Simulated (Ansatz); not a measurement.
# AlH₃O (triplet): wave-function methods side by side at distance Al1–H4 along a hydrogen transfer = 1.799 Å, cc-pVDZ

Aim: climb from Hartree-Fock through coupled cluster and multireference methods for AlH₃O (triplet) at one geometry and basis, and see what each rung misses.

Computed with Ansatz 0.2.0, Gaussian basis. Level: cc-pVDZ, core rule «outside noble gas», up to 6 orbitals frozen.

Plan: UHF; CCSD(T) on ROHF; CCSD(T) on UHF; BCCD(T) on ROHF; CISD; CCSDT(Q) on ROHF; CCSDT(Q) on UHF; CASSCF and MRCISD+Q, 4 electrons in 4 orbitals; CASSCF and NEVPT2, 4 electrons in 4 orbitals.

13 further runs of the same task are left out: 9 for a known fault of the program, 4 that didn't finish.

### Step 1. The geometry

The geometry derives from fragments relaxed apart (PBE0/def2-TZVP) and kept rigid, so it is no stationary point. A hydrogen atom is moved between rigid fragments.

5 atoms, charge 0, spin multiplicity 3.

Atoms are counted from 1 here; the program's logs count them from 0.

Bond lengths: Al1–H2 1.586 Å, Al1–H3 1.586 Å, Al1–H4 1.799 Å. Angles: H2–Al1–H3 120.0°, H2–Al1–H4 120.0°, H3–Al1–H4 120.0°.

### Step 2. UHF

Contents of in.yaml:

```yaml
crystal:
  periodic: [false, false, false]
  atoms:
    - {symbol: Al, position_ang: [-1.159638, 0.000000, 0.000000]}
    - {symbol: H, position_ang: [-1.952561, 1.373384, 0.000000]}
    - {symbol: H, position_ang: [-1.952561, -1.373384, 0.000000]}
    - {symbol: H, position_ang: [0.639362, 0.000000, 0.000000]}
    - {symbol: O, position_ang: [2.161362, 0.000000, 0.000000]}
basis:
  gaussian: {orbitals: cc-pVDZ}
magnetization: {spin_polarized: true, initial_magnetization: 2}
hamiltonian: {xc: hf}
output: {orbitals: {seedname: orbitals}}
```

Command:

```sh
> ansatz run in.yaml --threads 1 --pin off --events-out ev --progress --plain --max-ram 2393MiB
```

The runs that follow: CCSD(T) on ROHF; CCSD(T) on UHF; BCCD(T) on ROHF; CISD; CCSDT(Q) on ROHF; CCSDT(Q) on UHF; CASSCF and MRCISD+Q, 4 electrons in 4 orbitals; CASSCF and NEVPT2, 4 electrons in 4 orbitals.

Before running them: what should the planned runs give, taken together? Wanted: UCCSDT(Q) below the RHF energy; RMP2 from UCCSDT(Q); UMP2 from UCCSDT(Q); RCCSD from UCCSDT(Q); RCCSD(T) from UCCSDT(Q); UCCSD(T) from UCCSDT(Q); RCCSDT(Q) from UCCSDT(Q); NEVPT2 pair from UCCSDT(Q); MRCISD+Q pair from UCCSDT(Q).

The runs gave:

| quantity | value |
| --- | --- |
| UCCSDT(Q) below the RHF energy | -6.7161 eV |
| RMP2 from UCCSDT(Q) | +1289.3 meV |
| UMP2 from UCCSDT(Q) | +1250.5 meV |
| RCCSD from UCCSDT(Q) | +122.4 meV |
| RCCSD(T) from UCCSDT(Q) | +31.3 meV |
| UCCSD(T) from UCCSDT(Q) | +30.2 meV |
| RCCSDT(Q) from UCCSDT(Q) | +1.1 meV |
| NEVPT2 pair from UCCSDT(Q) | +1126.0 meV |
| MRCISD+Q pair from UCCSDT(Q) | +74.1 meV |
| levels within 1 kcal/mol (43 meV) | RCCSD(T), UCCSD(T), BCCD(T), RCCSDT, UCCSDT, RCCSDT(Q) |
| T1 diagnostic | 0.037 |

In words: RCCSD(T) misses by +31.3 meV, 0.5 % of the correlation energy. Of the multireference levels listed MRCISD+Q pair comes nearest in total energy (+74.1 meV), which doesn't show that its space is the better one. These misses are within one basis, not against nature; the frozen cores of restricted and unrestricted runs differ, which can shift their rows.
